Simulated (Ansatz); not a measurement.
**CdBr2 (R-3m, No. 166)**

All values below come from r²SCAN+SOC (plane waves, PAW; Ansatz, a program for electronic structure).

Run with plane-wave cutoff 560 eV, 10×10×10 k mesh, Fermi–Dirac smearing 0.01 eV, PAW data made under PBE.

Cell (measured lattice):

Space group R-3m, hexagonal axes (No. 166); a = b = 3.9500 Å, c = 18.6700 Å, α = β = 90.00°, γ = 120.00°

```csv
atom,site,symmetry,x,y,z
Cd,3a,-3m,0.0000,0.0000,0.0000
Br,6c,3m,0.0000,0.0000,0.2500
```
(The calculation used a cell of 3 atoms; values per cell refer to that cell.)

```json
{
 "band_gap": "3.42 eV (indirect)",
 "smallest_direct_gap_on_the_k_points_sampled": "3.56 eV"
}
```

Note: cell and atoms aren't relaxed at this level (largest force component 0.13 eV/Å, pressure 2.1 GPa).

The computed numbers hold no vibrational or temperature effects.

Cost on a shared machine: around 5 core-minutes (rough).
